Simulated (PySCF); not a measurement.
# C4H3FS: NMR shifts at several levels of theory

Aim: compute the NMR shifts of C4H3FS (`Fc1cccs1`) at several levels, and see how far they spread and what each costs.

The runs use PySCF 2.14.0, with density-fitted response routines of our own; the level of theory stands in each step. All values are computed, except where a source is named. Atoms count from 0, in the outputs and in this text.

## (1) The molecule as given

9 atoms, charge 0, multiplicity 1; geometry from: MMFF94s.

Bonds of the start (Å): F0–C1 1.34, C1–C2 1.37, C2–C3 1.43, C3–C4 1.38, C4–S5 1.72, S5–C1 1.69, C2–H6 1.08, C3–H7 1.08, C4–H8 1.08.

## (2) Optimising the geometry at PBE0-D3(BJ)/def2-SVP

Job settings and geometry (Å):

```
{"job": {"xc": "PBE0", "basis": "def2-SVP", "d3": "d3bj", "grid": 1, "kind": "geom"}, "charge": 0, "multiplicity": 1}
F      2.535032     0.696346    -0.189835
C      1.210933     0.500595    -0.082160
C      0.637783    -0.745056    -0.094401
C     -0.780816    -0.665038     0.035638
C     -1.215803     0.640459     0.140428
S      0.086233     1.756232     0.081376
H      1.205496    -1.660951    -0.191248
H     -1.447433    -1.518876     0.051560
H     -2.231426     0.996288     0.248641
```

Launch:

```bash
> OMP_NUM_THREADS=1 python probes_run.py task.json out
```

This one command runs all jobs of the session in turn.

Log:

```text
step   0  E = -651.51242118  max force = 0.027465
step   1  E = -651.51012300  max force = 0.008046
step   2  E = -651.51331655  max force = 0.009029
step   3  E = -651.51324078  max force = 0.012076
step   4  E = -651.51440560  max force = 0.005270
step   5  E = -651.51415741  max force = 0.007389
step   6  E = -651.51462517  max force = 0.000419
step   7  E = -651.51463437  max force = 0.000257
optimisation converged
```

Wall time 47 s (1 thread, shared host).

Relaxation path: (the energy doesn't fall at every step)

```csv
step,energy from step 0 (eV),largest force component (eV/Å)
0,0.0000,1.4123
1,0.0625,0.4137
2,-0.0244,0.4643
3,-0.0223,0.6210
4,-0.0540,0.2710
5,-0.0472,0.3800
6,-0.0600,0.0215
7,-0.0602,0.0132
```

Distances of close pairs at the start and the end, largest changes first:

```csv
bond,before (Å),after (Å),change (Å)
C1–S5,1.694,1.729,+0.036
F0–C1,1.343,1.319,-0.024
C3–C4,1.380,1.367,-0.013
C4–S5,1.716,1.725,+0.010
C1–C2,1.371,1.363,-0.008
C2–H6,1.082,1.090,+0.008
C3–H7,1.083,1.091,+0.007
C4–H8,1.082,1.089,+0.007
```

The final coordinates are the input of the step that follows.

```csv
at the end point,value
point group (found at 0.08 Å tolerance),Cs
"rotational constants (GHz, main isotopes)","5.344, 3.220, 2.009"
dipole moment (D),1.40
```

## (3) Shielding tensors: HF/pcSseg-2

Job settings and geometry (Å):

```
{"job": {"kind": "nmr", "xc": "HF", "basis": "pcSseg-2", "pop": false}, "charge": 0, "multiplicity": 1}
F      1.789768     0.753552    -1.766614
C      0.860235     0.473529    -0.873926
C      0.563557    -0.748373    -0.347349
C     -0.504569    -0.652407     0.593611
C     -0.978134     0.621228     0.743008
S     -0.132521     1.746756    -0.254713
H      1.089538    -1.661526    -0.624072
H     -0.907353    -1.505759     1.140633
H     -1.780516     0.973002     1.389434
```

Level: GIAO HF/pcSseg-2 NMR shielding, non-relativistic, gas phase.

Log:

```text
final grid: 84304 points
cycle   1  E = -650.1491523033  dE =  1.697e+00  |g| = 6.145e-01  |ddm| = 2.389e+00
cycle   2  E = -650.2269935930  dE = -7.784e-02  |g| = 3.647e-01  |ddm| = 5.263e-01
cycle   3  E = -650.2519217805  dE = -2.493e-02  |g| = 7.520e-02  |ddm| = 2.454e-01
cycle   4  E = -650.2541573136  dE = -2.236e-03  |g| = 2.014e-02  |ddm| = 1.248e-01
cycle   5  E = -650.2543405402  dE = -1.832e-04  |g| = 7.929e-03  |ddm| = 3.128e-02
cycle   6  E = -650.2543780752  dE = -3.754e-05  |g| = 3.514e-03  |ddm| = 1.327e-02
cycle   7  E = -650.2543895235  dE = -1.145e-05  |g| = 1.126e-03  |ddm| = 9.007e-03
cycle   8  E = -650.2543909580  dE = -1.434e-06  |g| = 5.172e-04  |ddm| = 3.147e-03
cycle   9  E = -650.2543911752  dE = -2.172e-07  |g| = 1.586e-04  |ddm| = 1.249e-03
cycle  10  E = -650.2543912044  dE = -2.925e-08  |g| = 4.719e-05  |ddm| = 5.206e-04
cycle  11  E = -650.2543912069  dE = -2.440e-09  |g| = 1.601e-05  |ddm| = 1.394e-04
cycle  12  E = -650.2543912071  dE = -2.362e-10  |g| = 7.579e-06  |ddm| = 4.151e-05
converged SCF energy = -650.2543912071

GIAO shielding tensors (ppm)
atom      isotropic    diamagn.    paramagn.     s11        s22        s33       span
  0 F      352.549     465.568    -113.019    273.231    336.878    447.539    174.308
  1 C       10.048     252.957    -242.909    -87.368     40.543     76.967    164.336
  2 C       80.048     253.535    -173.487     -1.104     76.834    164.415    165.518
  3 C       58.395     251.741    -193.346    -46.685     55.181    166.688    213.373
  4 C       65.916     255.555    -189.639    -46.576     87.148    157.174    203.750
  5 S      354.666    1055.682    -701.016    220.612    398.805    444.579    223.967
  6 H       25.052      31.096      -6.044     21.792     24.554     28.812      7.020
  7 H       24.740      31.291      -6.551     21.517     24.176     28.527      7.011
  8 H       24.915      30.329      -5.414     21.559     25.874     27.312      5.752
```

It took 27 s on 1 thread, shared host.

Shifts follow as δ = σ(reference) − σ, with reference shieldings (ppm) from runs at the same level and on the same kind of geometry: ¹H TMS 31.68, ¹³C TMS 191.5, ¹⁹F CFCl3 245.3, ³³S CS2 522. The references are single molecules in the gas phase, so shifts against H2O, NH3, PH3, H3PO4 or CFCl3 are not on the usual liquid scales and can be off by tens of ppm.

```csv
atoms,environment,σ (ppm),δ (ppm)
C1,aromatic carbon bearing fluorine,10.0,181.4
C3,aromatic CH,58.4,133.1
C4,aromatic CH next to the ring sulfur,65.9,125.6
C2,aromatic CH,80.0,111.4
H7,hydrogen on an aromatic CH,24.74,6.94
H8,hydrogen on an aromatic CH next to the ring sulfur,24.92,6.77
H6,hydrogen on an aromatic CH,25.05,6.63
F0,aryl fluorine,352.5,-107.3
S5,aromatic ring sulfur,355,168
```

Ring of atoms C1, C2, C3, C4, S5: NICS(0) -14.1, NICS(1) -8.9, NICS(1)zz -24.4 ppm (means of both faces).

## (4) Nuclear shieldings: LDA/pcSseg-2

Same as in step 3 but for these lines:

```diff
@@ -1,2 +1,2 @@
-{"job": {"kind": "nmr", "xc": "HF", "basis": "pcSseg-2", "pop": false}, "charge": 0, "multiplicity": 1}
+{"job": {"kind": "nmr", "xc": "LDA", "basis": "pcSseg-2", "pop": false}, "charge": 0, "multiplicity": 1}
 F      1.789768     0.753552    -1.766614
```

With the program's defaults for keys left out, this is: GIAO LDA/pcSseg-2 NMR shielding, non-relativistic, gas phase.

Log:

```text
coarse grid: 8920 points
cycle   1  E = -648.8910464641  dE =  9.085e-01  |g| = 6.294e-01  |ddm| = 2.695e+00
cycle   2  E = -648.5805937308  dE =  3.105e-01  |g| = 1.240e+00  |ddm| = 1.334e+00
cycle   3  E = -648.9530862651  dE = -3.725e-01  |g| = 2.818e-01  |ddm| = 1.142e+00
cycle   4  E = -648.9750658768  dE = -2.198e-02  |g| = 7.814e-02  |ddm| = 3.021e-01
cycle   5  E = -648.9757215232  dE = -6.556e-04  |g| = 4.360e-02  |ddm| = 8.841e-02
cycle   6  E = -648.9761669656  dE = -4.454e-04  |g| = 1.599e-02  |ddm| = 4.688e-02
cycle   7  E = -648.9762195566  dE = -5.259e-05  |g| = 7.522e-03  |ddm| = 1.488e-02
cycle   8  E = -648.9762328954  dE = -1.334e-05  |g| = 9.038e-04  |ddm| = 5.322e-03
cycle   9  E = -648.9762330544  dE = -1.590e-07  |g| = 3.273e-04  |ddm| = 8.196e-04
final grid: 84304 points
cycle  10  E = -648.9714189225  dE = -5.786e-05  |g| = 2.743e-03  |ddm| = 4.604e-02
cycle  11  E = -648.9714173769  dE =  1.546e-06  |g| = 3.624e-03  |ddm| = 4.738e-03
cycle  12  E = -648.9714202548  dE = -2.878e-06  |g| = 1.097e-03  |ddm| = 3.013e-03
cycle  13  E = -648.9714205444  dE = -2.896e-07  |g| = 4.854e-04  |ddm| = 1.296e-03
cycle  14  E = -648.9714206002  dE = -5.578e-08  |g| = 1.368e-04  |ddm| = 4.181e-04
cycle  15  E = -648.9714206046  dE = -4.366e-09  |g| = 4.458e-05  |ddm| = 1.418e-04
cycle  16  E = -648.9714206050  dE = -4.316e-10  |g| = 1.767e-05  |ddm| = 4.227e-05
converged SCF energy = -648.9714206050

GIAO shielding tensors (ppm)
atom      isotropic    diamagn.    paramagn.     s11        s22        s33       span
  0 F      291.682     464.608    -172.927    204.367    255.186    415.491    211.124
  1 C       -7.478     252.722    -260.200    -67.401     14.200     30.768     98.170
  2 C       63.904     255.196    -191.293     -1.673     48.578    144.805    146.478
  3 C       45.402     251.863    -206.461    -39.305     29.235    146.275    185.580
  4 C       56.016     258.135    -202.120    -34.025     70.257    131.815    165.840
  5 S      246.866    1056.821    -809.955    132.217    246.963    361.417    229.200
  6 H       24.151      31.071      -6.920     21.912     23.865     26.675      4.763
  7 H       23.886      30.627      -6.741     21.321     23.747     26.591      5.270
  8 H       24.210      29.776      -5.567     21.270     24.993     26.366      5.095
```

Wall time 50 s (1 thread, shared host).

Key values: δ C1 187.8, C3 134.9, C4 124.3, C2 116.4, H7 6.88, H6 6.62 ppm.

## (5) Shielding tensors: PBE/pcSseg-2

Same as in step 4 but for these lines:

```diff
@@ -1,2 +1,2 @@
-{"job": {"kind": "nmr", "xc": "LDA", "basis": "pcSseg-2", "pop": false}, "charge": 0, "multiplicity": 1}
+{"job": {"kind": "nmr", "xc": "PBE", "basis": "pcSseg-2", "pop": false}, "charge": 0, "multiplicity": 1}
 F      1.789768     0.753552    -1.766614
```

Method: GIAO PBE/pcSseg-2 NMR shielding, non-relativistic, gas phase.

Log:

```text
coarse grid: 8920 points
cycle   1  E = -651.8161912381  dE =  9.300e-01  |g| = 6.250e-01  |ddm| = 2.431e+00
cycle   2  E = -651.5185689785  dE =  2.976e-01  |g| = 1.223e+00  |ddm| = 1.361e+00
cycle   3  E = -651.8793113624  dE = -3.607e-01  |g| = 2.667e-01  |ddm| = 1.131e+00
cycle   4  E = -651.8989191148  dE = -1.961e-02  |g| = 7.519e-02  |ddm| = 2.903e-01
cycle   5  E = -651.8995973414  dE = -6.782e-04  |g| = 4.025e-02  |ddm| = 8.592e-02
cycle   6  E = -651.8999746442  dE = -3.773e-04  |g| = 1.547e-02  |ddm| = 4.384e-02
cycle   7  E = -651.9000265682  dE = -5.192e-05  |g| = 6.582e-03  |ddm| = 1.414e-02
cycle   8  E = -651.9000369096  dE = -1.034e-05  |g| = 8.517e-04  |ddm| = 4.779e-03
cycle   9  E = -651.9000370476  dE = -1.380e-07  |g| = 3.406e-04  |ddm| = 7.837e-04
final grid: 84304 points
cycle  10  E = -651.9068576995  dE = -7.787e-05  |g| = 1.305e-02  |ddm| = 5.078e-02
cycle  11  E = -651.9066990608  dE =  1.586e-04  |g| = 2.733e-02  |ddm| = 2.983e-02
cycle  12  E = -651.9068949577  dE = -1.959e-04  |g| = 3.719e-03  |ddm| = 2.364e-02
cycle  13  E = -651.9068988663  dE = -3.909e-06  |g| = 1.141e-03  |ddm| = 3.702e-03
cycle  14  E = -651.9068991821  dE = -3.158e-07  |g| = 1.610e-04  |ddm| = 9.091e-04
cycle  15  E = -651.9068991847  dE = -2.564e-09  |g| = 1.154e-04  |ddm| = 2.076e-04
cycle  16  E = -651.9068991870  dE = -2.293e-09  |g| = 4.957e-05  |ddm| = 1.229e-04
cycle  17  E = -651.9068991876  dE = -6.173e-10  |g| = 1.509e-05  |ddm| = 4.398e-05
converged SCF energy = -651.9068991876

GIAO shielding tensors (ppm)
atom      isotropic    diamagn.    paramagn.     s11        s22        s33       span
  0 F      289.467     465.205    -175.738    201.583    259.618    407.199    205.616
  1 C       -2.625     253.579    -256.203    -60.547     16.918     35.755     96.302
  2 C       67.790     256.065    -188.275      4.158     54.042    145.170    141.012
  3 C       49.408     252.979    -203.571    -33.827     35.987    146.063    179.891
  4 C       60.081     258.552    -198.471    -27.941     75.401    132.783    160.724
  5 S      280.136    1057.248    -777.112    167.350    283.623    389.435    222.085
  6 H       24.637      31.234      -6.597     22.437     24.302     27.171      4.734
  7 H       24.342      30.677      -6.335     21.854     24.112     27.060      5.206
  8 H       24.688      30.080      -5.392     21.748     25.453     26.862      5.114
```

Wall time 63 s (1 thread, shared host).

Key values: δ C1 182.0, C3 130.0, C4 119.3, C2 111.6, H7 6.84, H6 6.54 ppm.

## (6) Nuclear shieldings: BLYP/pcSseg-2

Same as in step 5 but for these lines:

```diff
@@ -1,2 +1,2 @@
-{"job": {"kind": "nmr", "xc": "PBE", "basis": "pcSseg-2", "pop": false}, "charge": 0, "multiplicity": 1}
+{"job": {"kind": "nmr", "xc": "BLYP", "basis": "pcSseg-2", "pop": false}, "charge": 0, "multiplicity": 1}
 F      1.789768     0.753552    -1.766614
```

With the program's defaults for keys left out, this is: GIAO BLYP/pcSseg-2 NMR shielding, non-relativistic, gas phase.

Log:

```text
coarse grid: 8920 points
cycle   1  E = -652.1953402214  dE =  9.233e-01  |g| = 6.603e-01  |ddm| = 2.406e+00
cycle   2  E = -651.8713378955  dE =  3.240e-01  |g| = 1.292e+00  |ddm| = 1.474e+00
cycle   3  E = -652.2656857973  dE = -3.943e-01  |g| = 2.729e-01  |ddm| = 1.206e+00
cycle   4  E = -652.2859483521  dE = -2.026e-02  |g| = 8.506e-02  |ddm| = 3.078e-01
cycle   5  E = -652.2869108003  dE = -9.624e-04  |g| = 4.306e-02  |ddm| = 9.283e-02
cycle   6  E = -652.2873285410  dE = -4.177e-04  |g| = 1.670e-02  |ddm| = 4.690e-02
cycle   7  E = -652.2873887936  dE = -6.025e-05  |g| = 7.102e-03  |ddm| = 1.536e-02
cycle   8  E = -652.2874009312  dE = -1.214e-05  |g| = 9.450e-04  |ddm| = 5.265e-03
cycle   9  E = -652.2874010941  dE = -1.630e-07  |g| = 3.907e-04  |ddm| = 8.780e-04
final grid: 84304 points
cycle  10  E = -652.2961635332  dE = -7.715e-05  |g| = 6.303e-03  |ddm| = 5.165e-02
cycle  11  E = -652.2961368523  dE =  2.668e-05  |g| = 1.207e-02  |ddm| = 1.210e-02
cycle  12  E = -652.2961715691  dE = -3.472e-05  |g| = 2.185e-03  |ddm| = 9.499e-03
cycle  13  E = -652.2961728433  dE = -1.274e-06  |g| = 7.800e-04  |ddm| = 2.652e-03
cycle  14  E = -652.2961729796  dE = -1.363e-07  |g| = 2.516e-04  |ddm| = 6.301e-04
cycle  15  E = -652.2961729922  dE = -1.257e-08  |g| = 9.432e-05  |ddm| = 2.244e-04
cycle  16  E = -652.2961729936  dE = -1.443e-09  |g| = 5.432e-05  |ddm| = 9.735e-05
cycle  17  E = -652.2961729944  dE = -7.974e-10  |g| = 9.579e-06  |ddm| = 4.673e-05
converged SCF energy = -652.2961729944

GIAO shielding tensors (ppm)
atom      isotropic    diamagn.    paramagn.     s11        s22        s33       span
  0 F      291.286     466.272    -174.986    205.762    264.304    403.792    198.030
  1 C       -9.471     252.412    -261.883    -69.599      9.534     31.651    101.250
  2 C       63.536     254.090    -190.554     -1.196     50.486    141.318    142.514
  3 C       44.946     251.306    -206.359    -39.787     33.024    141.602    181.388
  4 C       54.625     257.036    -202.411    -35.042     70.934    127.983    163.025
  5 S      255.891    1057.277    -801.386    136.323    267.159    364.191    227.868
  6 H       24.877      31.551      -6.673     22.826     24.516     27.289      4.463
  7 H       24.609      31.022      -6.413     22.237     24.339     27.250      5.013
  8 H       24.943      30.370      -5.427     22.169     25.734     26.926      4.757
```

Wall time 62 s (1 thread, shared host).

This run: δ C1 184.5, C3 130.1, C4 120.4, C2 111.5, H7 6.77, H6 6.50 ppm.

## (7) Nuclear shieldings: BP86/pcSseg-2

Same as in step 6 but for these lines:

```diff
@@ -1,2 +1,2 @@
-{"job": {"kind": "nmr", "xc": "BLYP", "basis": "pcSseg-2", "pop": false}, "charge": 0, "multiplicity": 1}
+{"job": {"kind": "nmr", "xc": "BP86", "basis": "pcSseg-2", "pop": false}, "charge": 0, "multiplicity": 1}
 F      1.789768     0.753552    -1.766614
```

With the program's defaults for keys left out, this is: GIAO BP86/pcSseg-2 NMR shielding, non-relativistic, gas phase.

Log:

```text
coarse grid: 8920 points
cycle   1  E = -652.3157687106  dE =  9.288e-01  |g| = 6.230e-01  |ddm| = 2.425e+00
cycle   2  E = -652.0337958862  dE =  2.820e-01  |g| = 1.206e+00  |ddm| = 1.296e+00
cycle   3  E = -652.3776029113  dE = -3.438e-01  |g| = 2.639e-01  |ddm| = 1.076e+00
cycle   4  E = -652.3968797483  dE = -1.928e-02  |g| = 7.354e-02  |ddm| = 2.783e-01
cycle   5  E = -652.3975382396  dE = -6.585e-04  |g| = 3.930e-02  |ddm| = 8.009e-02
cycle   6  E = -652.3978911359  dE = -3.529e-04  |g| = 1.475e-02  |ddm| = 4.138e-02
cycle   7  E = -652.3979395165  dE = -4.838e-05  |g| = 6.319e-03  |ddm| = 1.360e-02
cycle   8  E = -652.3979479636  dE = -8.447e-06  |g| = 8.279e-04  |ddm| = 4.617e-03
final grid: 84304 points
cycle   9  E = -652.4047238188  dE = -7.600e-05  |g| = 5.806e-03  |ddm| = 5.110e-02
cycle  10  E = -652.4046989097  dE =  2.491e-05  |g| = 1.127e-02  |ddm| = 1.342e-02
cycle  11  E = -652.4047303821  dE = -3.147e-05  |g| = 2.041e-03  |ddm| = 1.044e-02
cycle  12  E = -652.4047315311  dE = -1.149e-06  |g| = 6.396e-04  |ddm| = 2.044e-03
cycle  13  E = -652.4047316252  dE = -9.409e-08  |g| = 2.358e-04  |ddm| = 6.282e-04
cycle  14  E = -652.4047315999  dE =  2.536e-08  |g| = 1.085e-04  |ddm| = 2.724e-04
cycle  15  E = -652.4047316023  dE = -2.406e-09  |g| = 4.242e-05  |ddm| = 1.031e-04
cycle  16  E = -652.4047316028  dE = -4.902e-10  |g| = 5.385e-06  |ddm| = 3.440e-05
converged SCF energy = -652.4047316028

GIAO shielding tensors (ppm)
atom      isotropic    diamagn.    paramagn.     s11        s22        s33       span
  0 F      290.922     464.799    -173.877    204.067    260.335    408.365    204.298
  1 C       -2.709     253.729    -256.438    -60.964     17.036     35.802     96.765
  2 C       67.750     254.999    -187.250      4.158     54.026    145.065    140.908
  3 C       49.379     252.105    -202.725    -33.813     36.030    145.922    179.735
  4 C       59.793     258.021    -198.228    -28.149     74.928    132.599    160.748
  5 S      275.114    1057.213    -782.099    161.452    279.877    384.014    222.563
  6 H       24.715      31.256      -6.541     22.515     24.372     27.257      4.742
  7 H       24.417      30.827      -6.410     21.952     24.182     27.118      5.166
  8 H       24.759      30.041      -5.282     21.843     25.517     26.919      5.076
```

Wall time 62 s (1 thread, shared host).

Key values: δ C1 181.9, C3 129.8, C4 119.4, C2 111.4, H7 6.82, H6 6.52 ppm.

## (8) Nuclear shieldings: OPBE/pcSseg-2

Same as in step 7 but for these lines:

```diff
@@ -1,2 +1,2 @@
-{"job": {"kind": "nmr", "xc": "BP86", "basis": "pcSseg-2", "pop": false}, "charge": 0, "multiplicity": 1}
+{"job": {"kind": "nmr", "xc": "OPBE", "basis": "pcSseg-2", "pop": false}, "charge": 0, "multiplicity": 1}
 F      1.789768     0.753552    -1.766614
```

With the program's defaults for keys left out, this is: GIAO OPBE/pcSseg-2 NMR shielding, non-relativistic, gas phase.

Log:

```text
coarse grid: 8920 points
cycle   1  E = -652.1447725066  dE =  9.308e-01  |g| = 5.975e-01  |ddm| = 2.461e+00
cycle   2  E = -651.9103885806  dE =  2.344e-01  |g| = 1.118e+00  |ddm| = 1.333e+00
cycle   3  E = -652.2022737488  dE = -2.919e-01  |g| = 2.484e-01  |ddm| = 1.047e+00
cycle   4  E = -652.2197641404  dE = -1.749e-02  |g| = 6.428e-02  |ddm| = 2.709e-01
cycle   5  E = -652.2202926441  dE = -5.285e-04  |g| = 3.432e-02  |ddm| = 7.411e-02
cycle   6  E = -652.2205628946  dE = -2.703e-04  |g| = 1.267e-02  |ddm| = 3.664e-02
cycle   7  E = -652.2205984938  dE = -3.560e-05  |g| = 5.497e-03  |ddm| = 1.200e-02
cycle   8  E = -652.2206059946  dE = -7.501e-06  |g| = 7.093e-04  |ddm| = 4.088e-03
final grid: 84304 points
cycle   9  E = -652.2200873745  dE = -1.863e-04  |g| = 2.320e-02  |ddm| = 9.580e-02
cycle  10  E = -652.2196700670  dE =  4.173e-04  |g| = 4.624e-02  |ddm| = 5.814e-02
cycle  11  E = -652.2201974922  dE = -5.274e-04  |g| = 6.645e-03  |ddm| = 4.387e-02
cycle  12  E = -652.2202097669  dE = -1.227e-05  |g| = 1.614e-03  |ddm| = 6.093e-03
cycle  13  E = -652.2202103506  dE = -5.837e-07  |g| = 4.910e-04  |ddm| = 1.436e-03
cycle  14  E = -652.2202103930  dE = -4.237e-08  |g| = 3.272e-04  |ddm| = 6.635e-04
cycle  15  E = -652.2202104215  dE = -2.854e-08  |g| = 4.248e-05  |ddm| = 2.622e-04
cycle  16  E = -652.2202104219  dE = -3.447e-10  |g| = 2.043e-05  |ddm| = 4.289e-05
converged SCF energy = -652.2202104219

GIAO shielding tensors (ppm)
atom      isotropic    diamagn.    paramagn.     s11        s22        s33       span
  0 F      290.337     465.650    -175.313    200.897    262.579    407.534    206.637
  1 C       10.917     255.578    -244.661    -43.044     30.087     45.708     88.752
  2 C       76.538     259.144    -182.606     16.108     63.122    150.383    134.275
  3 C       58.886     256.034    -197.147    -20.948     45.824    151.782    172.730
  4 C       69.956     260.630    -190.674    -14.045     84.496    139.416    153.461
  5 S      324.702    1058.125    -733.422    220.082    323.081    430.945    210.863
  6 H       24.649      31.090      -6.442     22.233     24.296     27.417      5.184
  7 H       24.301      30.411      -6.110     21.705     24.056     27.143      5.438
  8 H       24.656      29.936      -5.280     21.512     25.360     27.095      5.583
```

Run time: 62 s. Hardware: 1 thread, shared host.

Key values: δ C1 173.5, C3 125.5, C4 114.5, C2 107.9, H7 6.90, H6 6.55 ppm.

## (9) Comparing the runs: NMR shifts

Shifts (ppm) of some atoms, chosen among heavy atoms and hydrogens apart, with basis size and wall time:

```csv
run,C1,C3,C4,H7,H8,F0,S5,functions,time
HF/pcSseg-2,181.4,133.1,125.6,6.94,6.77,-107.3,168,265,27 s
LDA/pcSseg-2,187.8,134.9,124.3,6.88,6.56,-153.4,237,265,50 s
PBE/pcSseg-2,182.0,130.0,119.3,6.84,6.49,-146.5,217,265,63 s
BLYP/pcSseg-2,184.5,130.1,120.4,6.77,6.43,-148.2,232,265,62 s
BP86/pcSseg-2,181.9,129.8,119.4,6.82,6.47,-147.0,220,265,62 s
OPBE/pcSseg-2,173.5,125.5,114.5,6.90,6.54,-135.2,193,265,62 s
```

## (10) Results

```
                              quantity                           value
                           point group                              Cs
  rotational constants (main isotopes)            5.34, 3.22, 2.01 GHz
  ¹³C shifts against TMS (HF/pcSseg-2)  181.4, 133.1, 125.6, 111.4 ppm
   ¹H shifts against TMS (HF/pcSseg-2)            6.94, 6.77, 6.63 ppm
¹⁹F shifts against CFCl3 (HF/pcSseg-2)                      -107.3 ppm
  ³³S shifts against CS2 (HF/pcSseg-2)                         168 ppm
              range of the shift of S5                  168 to 237 ppm
```

Single values in the summary come from the first run of each kind that ended normally (HF/pcSseg-2), which need not be the best level. Relaxing lowered the energy by 0.060 eV in 7 steps; the close pair that moved most is C1–S5, from 1.694 to 1.729 Å. No frequency check was run at this level, so the end point may be a saddle. NICS(1)zz of -24 ppm above the planar ring from C1 marks a diatropic (aromatic) ring current. In ppm, S5 moves most: its shift spreads over 69 ppm, from 168 (HF/pcSseg-2) to 237 (LDA/pcSseg-2).
